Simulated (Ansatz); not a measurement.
# C3H4 (singlet): the correlation ladder, cc-pVDZ

One table from this session's results is given with a row withheld; the runs are named, their logs left out.

The runs use Ansatz 0.2.0, Gaussian basis; cc-pVDZ, core rule «outside noble gas», up to 3 orbitals frozen.

To be run: UHF; CCSD(T) on RHF; BCCD(T) on RHF; CISD; CCSDT(Q) on RHF; CASSCF and MRCISD+Q, 8 electrons in 8 orbitals; CASSCF and NEVPT4(SD), 8 electrons in 8 orbitals; CASSCF and NEVPT2, 8 electrons in 8 orbitals.

17 further runs of the same task are left out: 17 set aside as unsound or not needed.

## What is computed

The geometry is an MP2(full)/6-31G* stationary point (not a proven minimum).

7 atoms, charge 0, spin multiplicity 1.

Atoms are counted from 1 here; the program's logs count them from 0.

Bond lengths: C1–C2 1.505 Å, C1–C3 1.505 Å, C1–H4 1.091 Å, C1–H5 1.091 Å, C2–C3 1.301 Å, C2–H6 1.078 Å, C3–H7 1.078 Å. Angles: C2–C1–C3 51.2°, C2–C1–H4 119.6°, C2–C1–H5 119.6°, C3–C1–H4 119.6°, C3–C1–H5 119.6°, H4–C1–H5 113.5°, C1–C2–C3 64.4°, C1–C2–H6 145.6°, C3–C2–H6 150.0°, C1–C3–C2 64.4°, C1–C3–H7 145.6°, C2–C3–H7 150.0°.

Set-up of the first run:

Contents of in.yaml:

```yaml
crystal:
  periodic: [false, false, false]
  atoms:
    - {symbol: C, position_ang: [0.000000, 0.000000, 0.879033]}
    - {symbol: C, position_ang: [0.000000, -0.650545, -0.478068]}
    - {symbol: C, position_ang: [0.000000, 0.650545, -0.478068]}
    - {symbol: H, position_ang: [0.912438, 0.000000, 1.477121]}
    - {symbol: H, position_ang: [-0.912438, 0.000000, 1.477121]}
    - {symbol: H, position_ang: [0.000000, -1.584098, -1.017735]}
    - {symbol: H, position_ang: [0.000000, 1.584098, -1.017735]}
basis:
  gaussian: {orbitals: cc-pVDZ}
magnetization: {spin_polarized: true, initial_magnetization: 0}
hamiltonian: {xc: hf}
output: {orbitals: {seedname: orbitals}}
```

Run with:

```
> ansatz run in.yaml --threads 1 --pin off --events-out ev --progress --plain --max-ram 4160MiB --backend cpu
```

Steps of the session up to this table: UHF; CCSD(T) on RHF; BCCD(T) on RHF; CISD; CCSDT(Q) on RHF; CASSCF and MRCISD+Q, 8 electrons in 8 orbitals; CASSCF and NEVPT4(SD), 8 electrons in 8 orbitals; CASSCF and NEVPT2, 8 electrons in 8 orbitals.

One of the session's tables, all rows but one given; the rest of the session is left out.

It belongs to the step «Misses and costs». 

```
             method  from RCCSDT(Q) (kJ/mol)
                RHF                  +1178.7
               RMP2                   +125.1
               CISD                        ?
              RCCSD                    +47.1
           RCCSD(T)                     +4.6
            BCCD(T)                     +4.6
             RCCSDT                     +3.3
          RCCSDT(Q)                        0
    CASSCF frontier                   +894.8
    NEVPT2 frontier                   +157.1
NEVPT4(SD) frontier                    +18.9
    MRCISD frontier                    +97.9
  MRCISD+Q frontier                    +12.3
```

Estimate the missing values for CISD.

**Answer.** from RCCSDT(Q) (kJ/mol): +173.3. In the column «from RCCSDT(Q) (kJ/mol)» it lies between NEVPT2 frontier (+157.1) and CASSCF frontier (+894.8).
